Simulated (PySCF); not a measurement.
A ladder for the ionisation energy of O

O [He] 2s2 2p4 (3P) → O⁺ [He] 2s2 2p3 (4S). Scalar values calculated with PySCF 2.14 in aug-cc-pVQZ-DK (spin-free X2C; valence: 1s2 frozen). The spin-orbit shift comes from two-component X2C-1e calculations (generalised Hartree-Fock, GHF, and MP2 on its spinors, GMP2) in x2c-QZVPPall-2c: GMP2 gives 13.391 eV without and 13.401 eV with screened spin-orbit coupling, a shift of 0.010 eV (GHF: 0.010 eV). Sums use unrounded values; where a UHF row is shifted, it takes the GHF shift.

```json
{"method": "UHF", "scalar (eV)": "12.015", "plus spin-orbit shift (eV)": "12.024", "error (eV)": "-1.594"}
{"method": "MP2 (valence)", "scalar (eV)": "13.425", "plus spin-orbit shift (eV)": "13.435", "error (eV)": "-0.183"}
{"method": "SCS-MP2 (valence)", "scalar (eV)": "13.553", "plus spin-orbit shift (eV)": "13.563", "error (eV)": "-0.055"}
{"method": "CCSD (valence)", "scalar (eV)": "13.453", "plus spin-orbit shift (eV)": "13.463", "error (eV)": "-0.155"}
{"method": "CCSD(T) (valence)", "scalar (eV)": "13.505", "plus spin-orbit shift (eV)": "13.515", "error (eV)": "-0.103"}
{"method": "LDA", "scalar (eV)": "13.994", "plus spin-orbit shift (eV)": "14.005", "error (eV)": "0.387"}
{"method": "PBE", "scalar (eV)": "14.055", "plus spin-orbit shift (eV)": "14.065", "error (eV)": "0.447"}
{"method": "PBE0", "scalar (eV)": "13.840", "plus spin-orbit shift (eV)": "13.850", "error (eV)": "0.232"}
{"method": "r2SCAN", "scalar (eV)": "13.707", "plus spin-orbit shift (eV)": "13.717", "error (eV)": "0.099"}
{"method": "PW91", "scalar (eV)": "14.136", "plus spin-orbit shift (eV)": "14.146", "error (eV)": "0.528"}
{"method": "BLYP", "scalar (eV)": "14.145", "plus spin-orbit shift (eV)": "14.155", "error (eV)": "0.537"}
{"method": "MN15", "scalar (eV)": "13.903", "plus spin-orbit shift (eV)": "13.913", "error (eV)": "0.295"}
{"method": "revPBE", "scalar (eV)": "13.988", "plus spin-orbit shift (eV)": "13.998", "error (eV)": "0.380"}
```

Reference: 13.618 eV (measured; NIST Atomic Spectra Database, ionization energies).

The errors of the correlated levels include the incompleteness of the basis and the frozen core, so a lower level can come closer by cancellation.
